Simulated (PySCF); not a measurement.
## Atomic charges against the basis set

BFH4Si.
Numbering: `[F:1][BH:2][SiH3:3]` (hydrogens: H4 on B2; H5, H6, H7 on Si3)

PBE0 throughout (PySCF), one geometry, spherical d and f functions. Isolated species at its PBE0-D3(BJ)/def2-SVP geometry, gas phase. Atoms taken as equivalent share a column and are averaged.

Mulliken charges (e):

| basis | functions | F1 | B2 | Si3 | H4 | H5/H6/H7 |
| --- | --- | --- | --- | --- | --- | --- |
| STO-3G | 23 | -0.080 | +0.101 | +0.395 | -0.060 | -0.119 |
| 6-31G | 39 | -0.290 | +0.285 | +0.295 | -0.043 | -0.082 |
| pcSseg-0 | 39 | -0.291 | +0.255 | +0.078 | +0.013 | -0.019 |
| 6-31G* | 54 | -0.233 | +0.272 | +0.142 | -0.033 | -0.049 |
| cc-pVDZ | 66 | -0.079 | +0.187 | +0.052 | -0.063 | -0.032 |
| def2-SVP | 66 | -0.086 | +0.176 | +0.123 | -0.053 | -0.054 |
| aug-cc-pVDZ | 109 | -0.339 | -0.073 | -0.757 | +0.487 | +0.227 |
| 6-311+G(2d,p) | 113 | -0.261 | +0.273 | +0.126 | +0.011 | -0.050 |
| def2-TZVP | 123 | -0.198 | +0.246 | -0.009 | 0.000 | -0.013 |
| cc-pVTZ | 150 | -0.159 | +0.209 | +0.031 | -0.018 | -0.021 |
| IGLO-III | 154 | -0.325 | +0.348 | +0.498 | -0.069 | -0.151 |

IAO charges (e):

```
        basis  functions      F1      B2     Si3      H4  H5/H6/H7
       STO-3G         23  -0.119  +0.027  +0.482  -0.014    -0.125
        6-31G         39  -0.262  +0.186  +0.240  +0.006    -0.057
     pcSseg-0         39  -0.240  +0.180  +0.183  +0.006    -0.043
       6-31G*         54  -0.272  +0.202  +0.355  -0.009    -0.092
      cc-pVDZ         66  -0.270  +0.193  +0.351  -0.004    -0.090
     def2-SVP         66  -0.268  +0.196  +0.362  -0.008    -0.094
  aug-cc-pVDZ        109  -0.282  +0.199  +0.354  -0.003    -0.089
6-311+G(2d,p)        113  -0.285  +0.198  +0.381  -0.004    -0.097
    def2-TZVP        123  -0.286  +0.201  +0.387  -0.005    -0.099
      cc-pVTZ        150  -0.284  +0.203  +0.371  -0.005    -0.095
     IGLO-III        154  -0.287  +0.199  +0.388  -0.004    -0.099
```

Hirshfeld charges (e):

```tsv
basis	functions	F1	B2	Si3	H4	H5/H6/H7
STO-3G	23	-0.015	+0.106	+0.247	-0.086	-0.084
6-31G	39	-0.109	+0.160	+0.197	-0.055	-0.064
pcSseg-0	39	-0.105	+0.165	+0.209	-0.066	-0.067
6-31G*	54	-0.102	+0.163	+0.205	-0.059	-0.069
cc-pVDZ	66	-0.098	+0.154	+0.221	-0.063	-0.071
def2-SVP	66	-0.106	+0.161	+0.227	-0.064	-0.073
aug-cc-pVDZ	109	-0.123	+0.167	+0.224	-0.057	-0.070
6-311+G(2d,p)	113	-0.132	+0.175	+0.228	-0.058	-0.071
def2-TZVP	123	-0.125	+0.172	+0.222	-0.058	-0.070
cc-pVTZ	150	-0.120	+0.170	+0.220	-0.059	-0.070
IGLO-III	154	-0.129	+0.174	+0.220	-0.059	-0.069
```

Task: Which scheme is steadiest as the basis changes?

Result: Largest range over the bases for any column: Hirshfeld 0.12 e, IAO 0.30 e, Mulliken 1.25 e. Hirshfeld charges move least and Mulliken charges most, counted in e. Without the minimal STO-3G basis the ranges are Hirshfeld 0.03, IAO 0.20, Mulliken 1.25 e.

Task: How much do the charges still move between the two largest bases, cc-pVTZ and IGLO-III?

Result: At most, over all atoms: Mulliken 0.467 e, IAO 0.017 e, Hirshfeld 0.010 e.

Task: What do the same runs give for the total energy, the frontier levels and the dipole moment?

Result: 
| basis | energy (Eh) | HOMO (eV) | LUMO (eV) | μ (D) |
| --- | --- | --- | --- | --- |
| STO-3G | -411.2682 | -5.32 | 2.31 | 0.47 |
| 6-31G | -416.2687 | -8.20 | -1.51 | 0.70 |
| pcSseg-0 | -415.7087 | -8.50 | -1.82 | 0.58 |
| 6-31G* | -416.3241 | -8.01 | -1.39 | 0.34 |
| cc-pVDZ | -416.3489 | -8.10 | -1.60 | 0.41 |
| def2-SVP | -416.1598 | -8.17 | -1.66 | 0.43 |
| aug-cc-pVDZ | -416.3579 | -8.20 | -1.78 | 0.53 |
| 6-311+G(2d,p) | -416.3989 | -8.23 | -1.81 | 0.57 |
| def2-TZVP | -416.4115 | -8.19 | -1.76 | 0.52 |
| cc-pVTZ | -416.4080 | -8.19 | -1.73 | 0.49 |
| IGLO-III | -416.4151 | -8.20 | -1.79 | 0.54 |

The dipole is fixed by the density alone, so its range of 0.36 D shows that the density itself changes with the basis, not only its division among atoms.
